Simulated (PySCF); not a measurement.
Species: butadiene radical anion, C4H6 (charge -1 and doublet state).
Atom-mapped SMILES: `[CH2:1]=[CH:2][CH:3]=[CH2:4]` (hydrogens: H5, H6 on C1; H7 on C2; H8 on C3; H9, H10 on C4)

Cartesian coordinates in Å at the PBE0-D3(BJ)/def2-SVP level; atoms count from 1:
```
atom  x, y, z in Å
C1     1.7805    0.2284   -0.7025
C2     0.6821   -0.1598    0.0784
C3    -0.6781    0.1615   -0.0871
C4    -1.7770   -0.2262    0.6935
H5     1.6575    0.8705   -1.5839
H6     2.7971   -0.0973   -0.4598
H7     0.9069   -0.8069    0.9443
H8    -0.9027    0.8085   -0.9530
H9    -2.7935    0.0991    0.4501
H10   -1.6550   -0.8685    1.5748
```

The hyperfine couplings belong to this conformer and change with its torsions.

The species is butadiene radical anion (`C=CC=C`) [SMILES of the parent framework; charge -1 and doublet state].

Computed with UHF, IGLO-III on C, pcH-1 on H, non-relativistic, mean-field spin-orbit, GIAO (PySCF 2.14.0). Whether the extra electron is bound in the gas phase wasn't checked; a finite basis holds it in any case. The geometry's basis has no diffuse functions, a weakness for an anion. No frequencies were computed at this geometry's level, so the symmetric structure isn't shown to be a minimum.

Output of the driver script (its header reads UKS for Hartree–Fock too). Atoms in this output count from 0.

```
UKS, final grid
  cycle   1  E = -154.85568136  |g| = 2.56e-01
  cycle   2  E = -154.90532492  |g| = 9.20e-02
  cycle   3  E = -154.91176153  |g| = 4.00e-02
  cycle   4  E = -154.91342757  |g| = 1.38e-02
  cycle   5  E = -154.91390880  |g| = 9.71e-03
  cycle   6  E = -154.91419456  |g| = 5.85e-03
  cycle   7  E = -154.91437709  |g| = 2.62e-03
  cycle   8  E = -154.91440660  |g| = 6.89e-04
  cycle   9  E = -154.91440836  |g| = 1.97e-04
  cycle  10  E = -154.91440845  |g| = 8.65e-05
  cycle  11  E = -154.91440846  |g| = 2.78e-05
  cycle  12  E = -154.91440846  |g| = 7.62e-06
  cycle  13  E = -154.91440846  |g| = 2.64e-06
E = -154.91440846 Eh   <S^2> = 0.8400 (exact 0.7500)
g shifts (ppm)      1          2          3
  rmc          -145       -145       -145
  gc             10         41         33
  oz_so           6        224       1154
  total        -129        121       1043
hyperfine (MHz)  atom isotope    a_iso     a_fc   dipolar eigenvalues
    0   13C      95.22      95.22    -38.95    -37.88     76.83
    1   13C     -26.71     -26.71     -4.30     -1.69      6.00
    2   13C     -26.69     -26.69     -4.31     -1.69      6.00
    3   13C      95.19      95.19    -38.94    -37.86     76.80
    4    1H     -66.35     -66.35    -22.01      0.51     21.50
    5    1H     -70.05     -70.05    -23.99      1.50     22.48
    6    1H      -1.02      -1.02     -3.68     -0.68      4.36
    7    1H      -1.02      -1.02     -3.68     -0.68      4.36
    8    1H     -70.03     -70.03    -23.98      1.50     22.47
    9    1H     -66.32     -66.32    -22.00      0.51     21.49
```

Question: Find the weak point of this converged calculation.

Answer: ⟨S²⟩ = 0.840 is 12 % above the exact 0.750: the determinant holds components of higher spin, so its spin density, and the couplings taken from it, aren't those of a pure doublet state. At the same geometry and basis B3LYP gives ⟨S²⟩ = 0.759, g_iso = 2.0027 (here 2.0027) and a(13C, atom 0 as the log counts) = 28.3 MHz (here 95.2, class means).

Hardware: one thread of an Arm Neoverse V1, no GPU, shared host. Cost: 11 s of wall time.
